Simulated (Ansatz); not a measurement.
Take InSb in the zinc blende structure (space group F-43m, No. 216) as the base.

```xyz
2
Lattice="0.0000 3.3173 3.3173 3.3173 0.0000 3.3173 3.3173 3.3173 0.0000" Properties=species:S:1:pos:R:3 pbc="T T T"
Sb     4.9760     4.9760     4.9760
In     0.0000     0.0000     0.0000
```

Level of theory: plane-wave PAW DFT at the PBE level (Ansatz, a first-principles code, 420 eV), no SOC.

Now apply this change: every In is replaced by Ga, then cell and atoms are relaxed.

Measured lattice parameter a: InSb 6.468 Å (static lattice; corrected from measurement; as listed in Daniel Mejia-Rodriguez, S. B. Trickey, Phys. Rev. B (2018)); GaSb 6.0959 Å (room temperature; as listed in I. Vurgaftman, J. R. Meyer, L. R. Ram-Mohan, Journal of Applied Physics (2001)).

### Question
How well does PBE reproduce the measured shift?

### Answer
With PBE the lattice parameter a moves by -0.421 Å (6.635 → 6.214) against -0.372 Å measured. The two measured values stand on different bases (one corrected, one not), which blurs small differences.

Stability against distortions was not tested. The final runs are not spin-polarised.
